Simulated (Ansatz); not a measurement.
# C2H5N: how energies converge with the basis set

One table from this session's results is given with a row withheld; the runs are named, their logs left out.

Computed with Ansatz 0.2.0, Gaussian basis. Level: one geometry, several basis sets.

Levels to be run: PBE0-D4/def2-SVP; ωB97M-V/def2-SVP; PBE0-D4/def2-QZVPP; ωB97M-V/def2-QZVPP; CCSD(T)/cc-pV(D+d)Z; CCSD(T)/cc-pV(T+d)Z; CCSD(T)/cc-pV(Q+d)Z; the functionals' def2-TZVPP values are taken from earlier runs.

## The relaxed structure

The geometry comes from an earlier relaxation with PBE0-D4 in a triple-zeta def2 set; it is a stationary point, not always the lowest conformer.

8 atoms, charge 0, spin multiplicity 1.

Atoms are counted from 1 here; the program's logs count them from 0.

Bond lengths: C1–N2 1.458 Å, C1–C3 1.474 Å, C1–H5 1.084 Å, C1–H7 1.085 Å, N2–C3 1.458 Å, N2–H4 1.014 Å, C3–H6 1.084 Å, C3–H8 1.085 Å. Angles: N2–C1–C3 59.6°, N2–C1–H5 114.9°, N2–C1–H7 118.8°, C3–C1–H5 119.8°, C3–C1–H7 117.8°, H5–C1–H7 114.8°, C1–N2–C3 60.7°, C1–N2–H4 110.4°, C3–N2–H4 110.4°, C1–C3–N2 59.6°, C1–C3–H6 119.8°, C1–C3–H8 117.8°, N2–C3–H6 114.9°, N2–C3–H8 118.8°, H6–C3–H8 114.8°.

As a file:

```xyz
8
C2H5N
C    -0.0382   -0.3942    0.7372
N    -0.0324    0.8639    0.0000
C    -0.0382   -0.3942   -0.7372
H     0.8969    1.2684    0.0000
H    -0.9553   -0.6030    1.2768
H    -0.9553   -0.6030   -1.2768
H     0.8689   -0.7079    1.2440
H     0.8689   -0.7079   -1.2440
```

The first run:

in.yaml

```yaml
crystal:
  periodic: [false, false, false]
  atoms:
    - {symbol: C, position_ang: [-0.038202, -0.394213, 0.737203]}
    - {symbol: N, position_ang: [-0.032450, 0.863907, 0.000000]}
    - {symbol: C, position_ang: [-0.038202, -0.394213, -0.737203]}
    - {symbol: H, position_ang: [0.896879, 1.268361, 0.000000]}
    - {symbol: H, position_ang: [-0.955323, -0.603008, 1.276820]}
    - {symbol: H, position_ang: [-0.955323, -0.603008, -1.276820]}
    - {symbol: H, position_ang: [0.868909, -0.707851, 1.244025]}
    - {symbol: H, position_ang: [0.868909, -0.707851, -1.244025]}
basis:
  gaussian: {orbitals: def2-SVP}
hamiltonian: {xc: pbe0, dispersion: d4}
output: {orbitals: {seedname: orbitals}}
```

Started as:

```bash
> ansatz run in.yaml --threads 2 --pin off --events-out ev --progress --plain --max-ram 22528MiB --backend cpu
```

Among the steps run: PBE0-D4 in def2-SVP; ωB97M-V in def2-SVP; PBE0-D4 in def2-QZVPP; ωB97M-V in def2-QZVPP.

One of the session's tables, all rows but one given; the rest of the session is left out.

It belongs to the step «Density functionals: the series». 

```
functional       basis  HOMO (eV)  LUMO (eV)
   PBE0-D4    def2-SVP      -6.99       1.79
   PBE0-D4  def2-TZVPP      -7.21       1.24
   PBE0-D4  def2-QZVPP      -7.25       0.78
   ωB97M-V    def2-SVP          ?          ?
   ωB97M-V  def2-TZVPP      -9.60       2.70
   ωB97M-V  def2-QZVPP      -9.63       1.93
```

Q: Estimate the row for ωB97M-V, def2-SVP from the others.

The run gave: HOMO (eV): -9.37; LUMO (eV): 3.47. In the column «HOMO (eV)» it lies between ωB97M-V, def2-TZVPP (-9.60) and PBE0-D4, def2-QZVPP (-7.25).
